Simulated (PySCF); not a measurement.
C4H9Cl.
Atom-mapped SMILES: `[CH3:1][CH:2]([CH3:3])[CH2:4][Cl:5]` (hydrogens: H6, H7, H8 on C1; H9 on C2; H10, H11, H12 on C3; H13, H14 on C4)

All values: CAM-B3LYP/def2-SVPD (PySCF, non-relativistic), on one gas-phase PBE0-D3(BJ)/def2-SVP geometry that isn't relaxed in the solvent. The solvent is an IEF-PCM continuum (Bondi radii, 1.10 Å for H, scaled by 1.2), and excitations are vertical TDDFT with non-equilibrium linear response and a frozen core. The model holds no explicit solvent molecules, cavitation or dispersion.

Gas-phase singlets (H = HOMO, L = LUMO):

| state | E (eV) | λ (nm) | f | leading configurations |
| --- | --- | --- | --- | --- |
| S1 | 7.396 | 168 | 0.003 | H→L+1 38%, H→L 37%, H→L+4 10% |
| S2 | 7.463 | 166 | 0.005 | H-1→L 39%, H-1→L+1 36%, H-1→L+4 10% |
| S3 | 8.190 | 151 | 0.015 | H→L+1 41%, H→L 30%, H→L+2 15% |
| S4 | 8.269 | 150 | 0.028 | H-1→L+1 44%, H-1→L 30%, H-1→L+2 12% |
| S5 | 8.955 | 138 | 0.006 | H→L+3 44%, H→L+2 34%, H-1→L+2 9% |

Q: What are the lowest 5 singlets in chloroform (ε = 4.711)?

A: 
| state | E (eV) | λ (nm) | f | leading configurations | change by rank (eV) |
| --- | --- | --- | --- | --- | --- |
| S1 | 7.461 | 166 | 0.005 | H→L 44%, H→L+1 22%, H-1→L 10% | +0.065 |
| S2 | 7.530 | 165 | 0.010 | H-1→L 45%, H-1→L+1 21%, H→L 11% | +0.067 |
| S3 | 8.249 | 150 | 0.026 | H→L+1 50%, H→L 14%, H→L+2 14% | +0.059 |
| S4 | 8.327 | 149 | 0.042 | H-1→L+1 52%, H-1→L 14%, H-1→L+2 12% | +0.058 |
| S5 | 9.032 | 137 | 0.010 | H-2→L 79% | +0.077 |

Q: Give the list for tetrahydrofuran (ε = 7.426), n² = 1.97.

A: 
```csv
state,E (eV),λ (nm),f,leading configurations,change by rank (eV)
S1,7.471,166,0.006,"H→L 46%, H→L+1 17%, H-1→L 13%",+0.075
S2,7.541,164,0.010,"H-1→L 48%, H-1→L+1 16%, H→L 13%",+0.078
S3,8.263,150,0.026,"H→L+1 53%, H→L+2 13%, H→L 10%",+0.073
S4,8.341,149,0.042,"H-1→L+1 55%, H→L+1 11%, H-1→L+2 11%",+0.072
S5,9.030,137,0.011,H-2→L 78%,+0.075
```

Q: How do the frontier levels move from gas to tetrahydrofuran?

A: 
| orbital | gas (eV) | solvent (eV) | change (eV) |
| --- | --- | --- | --- |
| LUMO+2 | 2.07 | 2.19 | +0.12 |
| LUMO+1 | 1.67 | 1.60 | -0.07 |
| LUMO | 1.18 | 1.39 | +0.21 |
| HOMO | -9.76 | -9.83 | -0.07 |
| HOMO-1 | -9.78 | -9.85 | -0.07 |
| HOMO-2 | -10.96 | -10.72 | +0.24 |
| HOMO-3 | -11.20 | -10.99 | +0.21 |

The HOMO–LUMO gap goes from 10.93 to 11.23 eV. Rows go by rank; for LUMO+2 the atom shares or the degeneracy differ between the runs, so the row needn't follow one orbital.

Time: 41 s; peak memory 0.86 GiB. Hardware: Arm Neoverse N1, one thread (shared host). This is the whole response run at CAM-B3LYP/def2-SVPD in tetrahydrofuran, SCF included.

Conformer computed: `[CH3:1][CH:2]([CH3:3])[CH2:4][Cl:5]`: C1–C2–C4–Cl5 63°.
